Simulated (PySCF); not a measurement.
Level sweep

Acetaldoxime, C2H5NO.
SMILES with atom numbers: `[CH3:1]/[CH:2]=[N:3]\[OH:4]` (hydrogens: H5, H6, H7 on C1; H8 on C2; H9 on O4)

PySCF, dipoles from the SCF density, polarisabilities from static response with core orbitals frozen. Geometry: PBE0-D3(BJ)/def2-SVP, one conformer, isolated molecule.

Task: Compare the levels for these properties.

Result: 

```json
{"level": "LDA/def2-SVPD", "μ (D)": "0.761", "α (Å³)": "6.21", "anisotropy (Å³)": "3.15"}
{"level": "PBE/def2-SVPD", "μ (D)": "0.705", "α (Å³)": "6.15", "anisotropy (Å³)": "3.16"}
{"level": "B3LYP/def2-SVPD", "μ (D)": "0.761", "α (Å³)": "5.97", "anisotropy (Å³)": "3.07"}
{"level": "PBE0/def2-SVPD", "μ (D)": "0.762", "α (Å³)": "5.90", "anisotropy (Å³)": "3.02"}
{"level": "BHandHLYP/def2-SVPD", "μ (D)": "0.844", "α (Å³)": "5.75", "anisotropy (Å³)": "2.98"}
{"level": "CAM-B3LYP/def2-SVPD", "μ (D)": "0.809", "α (Å³)": "5.89", "anisotropy (Å³)": "2.99"}
{"level": "wB97X-D/def2-SVPD", "μ (D)": "0.813", "α (Å³)": "5.88", "anisotropy (Å³)": "2.95"}
{"level": "LC-wPBE/def2-SVPD", "μ (D)": "0.817", "α (Å³)": "5.75", "anisotropy (Å³)": "2.89"}
{"level": "HF/def2-SVPD", "μ (D)": "0.958", "α (Å³)": "5.57", "anisotropy (Å³)": "2.96"}
{"level": "PBE0/6-31G*", "μ (D)": "0.504", "α (Å³)": "4.71", "anisotropy (Å³)": "3.43"}
{"level": "PBE0/def2-SVP", "μ (D)": "0.554", "α (Å³)": "4.83", "anisotropy (Å³)": "3.31"}
{"level": "PBE0/def2-TZVP", "μ (D)": "0.674", "α (Å³)": "5.57", "anisotropy (Å³)": "3.17"}
```

The anisotropy is √(½[(α1 − α2)² + (α2 − α3)² + (α3 − α1)²]). The dipole runs from 0.50 D (PBE0/6-31G*) to 0.96 D (HF/def2-SVPD). No reference polarisability is at hand; against PBE0 in the largest diffuse basis at hand (def2-SVPD) the other PBE0 rows deviate by 6-31G* -20%, def2-SVP -18%, def2-TZVP -5%. In one basis (def2-SVPD) the functionals order the polarisability from HF (lowest) to LDA (highest), a spread of 11%. With PBE0 the polarisability is 5.04 Å³ without diffuse functions (mean of 6-31G*, def2-SVP and def2-TZVP) and 5.90 Å³ with them (def2-SVPD).
